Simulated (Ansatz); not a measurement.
Molecule (SMILES): F[CH]F, doublet.
Atoms: C1, F2, F3, H4. Bonds: C1-F2, C1-F3, C1-H4.

Basis-set convergence of the optimised C1-H4 bond length at PBE with Ansatz (an electronic-structure program). Cartesian d functions, on some or all atoms, in 6-31G*, 6-31G**; all else is spherical. The program fits the integrals of some runs and decomposes those of others, by size. Open shells are unrestricted. No added dispersion term, no relativity. Reference: the value in def2-QZVPPD, 1.0976 Å, itself unsure by roughly 0.0001 Å (its mean distance from pcseg-3, def2-QZVPP, cc-pVQZ). Deviations are taken from unrounded values.

```
basis        functions  optimised C1-H4 bond length (Å)  minus reference (Å)
-----------  ---------  -------------------------------  -------------------
STO-3G              16                           1.1340               0.0364
3-21G               29                           1.1001               0.0025
6-31G               29                           1.0981               0.0005
pcseg-0             29                           1.1034               0.0057
6-31G*              47                           1.1034               0.0057
pcseg-1             47                           1.1057               0.0081
6-31G**             50                           1.1032               0.0056
6-311G**            60                           1.1002               0.0026
aug-pcseg-1         78                           1.1042               0.0066
pcseg-2            104                           1.0979               0.0002
aug-pcseg-2        161                           1.0977               0.0000
pcseg-3            213                           1.0976               0.0000
```

The smallest set listed that lies within 0.01 Å of the reference with all its larger relatives (same family, alike in diffuse functions; a set with none counts only in the reference's own line) is 3-21G (29 functions, 0.0025 Å off), level with 6-31G, level with pcseg-0.
